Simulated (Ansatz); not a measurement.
# C₃H₆N₂O: one species, many methods

How much do the methods differ for C₃H₆N₂O? The plan is to run it at one geometry with functionals of several rungs and with coupled cluster, and see how far each lands from CCSD(T) at the basis-set limit for the atomisation energy.

The runs use Ansatz 0.2.0, Gaussian basis; functionals in def2-TZVPP, the program's frozen cores in correlated methods.

Levels to be run: PBE-D4, r2SCAN-D4, PBE0-D4, B3LYP-D4, ωB97X-V, ωB97M-V, B2PLYP; CCSD(T)/def2-TZVPP; MP2/def2-QZVPP; extrapolation to the limit.

### 1 The relaxed structure

All runs share one geometry, relaxed beforehand with PBE0-D4 in a triple-zeta def2 set.

12 atoms, charge 0, spin multiplicity 1.

Atoms are counted from 1 here; the program's logs count them from 0.

Bond lengths: C1–O2 1.407 Å, C1–H7 1.089 Å, C1–H8 1.098 Å, C1–H9 1.096 Å, O2–C3 1.389 Å, C3–N4 1.442 Å, C3–H10 1.092 Å, C3–H11 1.098 Å, N4–C5 1.210 Å, C5–N6 1.221 Å, N6–H12 1.011 Å. Angles: O2–C1–H7 107.1°, O2–C1–H8 111.1°, O2–C1–H9 112.1°, H7–C1–H8 109.1°, H7–C1–H9 108.7°, H8–C1–H9 108.7°, C1–O2–C3 113.8°, O2–C3–N4 115.5°, O2–C3–H10 106.6°, O2–C3–H11 110.8°, N4–C3–H10 107.8°, N4–C3–H11 107.2°, H10–C3–H11 108.7°, C3–N4–C5 128.8°, N4–C5–N6 172.4°, C5–N6–H12 118.8°.

### 2 PBE-D4 (GGA)

File in.yaml:

```yaml
crystal:
  periodic: [false, false, false]
  atoms:
    - {symbol: C, position_ang: [-0.319836, -1.285350, 0.860931]}
    - {symbol: O, position_ang: [0.909457, -0.769280, 0.410950]}
    - {symbol: C, position_ang: [0.893540, -0.356263, -0.915623]}
    - {symbol: N, position_ang: [0.203453, 0.883474, -1.171969]}
    - {symbol: C, position_ang: [-0.172702, 1.718221, -0.381517]}
    - {symbol: N, position_ang: [-0.474473, 2.668826, 0.322986]}
    - {symbol: H, position_ang: [-0.162859, -1.646594, 1.876518]}
    - {symbol: H, position_ang: [-0.652989, -2.119371, 0.229818]}
    - {symbol: H, position_ang: [-1.106063, -0.521791, 0.877092]}
    - {symbol: H, position_ang: [1.936057, -0.226443, -1.214942]}
    - {symbol: H, position_ang: [0.435753, -1.120553, -1.557145]}
    - {symbol: H, position_ang: [-1.412236, 2.720024, 0.696805]}
basis:
  gaussian: {orbitals: def2-TZVPP}
hamiltonian: {xc: pbe, dispersion: d4}
output: {forces: true, orbitals: {seedname: orbitals}}
```

Command:

```sh
> ansatz run in.yaml --threads 4 --pin off --events-out ev --progress --plain --max-ram 10444MiB
```

After this run come: r2SCAN-D4 (meta-GGA); PBE0-D4 (hybrid); B3LYP-D4 (hybrid); ωB97X-V (range-separated); ωB97M-V (range-separated); B2PLYP (double hybrid); CCSD(T) in def2-TZVPP; MP2 in def2-QZVPP.

**Question.** What will the summary of the whole plan be? Wanted: atomisation energy, CCSD(T)/CBS; farthest; mean size of error, hybrid; mean size of error, range-separated; gap, smallest and largest; T1 diagnostic; triples share of the correlation energy.

The runs gave:

| quantity | value |
| --- | --- |
| atomisation energy, CCSD(T)/CBS | 4825.7 kJ/mol |
| functionals within 24.1 kJ/mol (0.5 %) | B2PLYP |
| farthest | PBE-D4 (+232.3 kJ/mol) |
| mean size of error, hybrid | 59.2 kJ/mol |
| mean size of error, range-separated | 39.0 kJ/mol |
| gap, smallest and largest | 5.99 eV (PBE-D4), 12.73 eV (ωB97X-V) |
| T1 diagnostic | 0.0145 |
| triples share of the correlation energy | 4.4 % |

PBE-D4 misses by +232.3 kJ/mol. Double hybrids carry the basis error of their MP2 part in triple zeta, and no dispersion term here, so their miss is partly the set-up's. Misses under about 24.1 kJ/mol are within the doubt on the reference itself, which lacks core-valence correlation, relativity and higher excitations. Hartree-Fock recovers 67 % of the binding; the rest is correlation. Orbital gaps span 6.0 to 12.7 eV; exact exchange widens them.
